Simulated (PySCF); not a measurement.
**S: electron affinity**

S⁻ [Ne] 3s2 3p5 (2P) → S [Ne] 3s2 3p4 (3P), as a difference of total energies. Calculation: PySCF 2.14, in def2-TZVPPD; the non-relativistic Hamiltonian (point nucleus). Correlated levels: valence and next inner shell: 1s2 frozen. The calculations carry no spin-orbit coupling.

```
                                method  electron affinity (eV)
                                   UHF                   0.884
    MP2 (valence and next inner shell)                   1.886
SCS-MP2 (valence and next inner shell)                   1.878
   CCSD (valence and next inner shell)                   1.813
CCSD(T) (valence and next inner shell)                   1.890
```

**Question.** How much does correlation contribute at CCSD(T) (valence and next inner shell)?

**Answer.** 1.890 − (0.884) = 1.006 eV, measured against UHF.

Errors of the correlated levels include the incompleteness of this basis and the frozen core.

For comparison: 2.077 eV (measured; photodetachment measurements, as compiled on the Wikipedia data page of electron affinities).
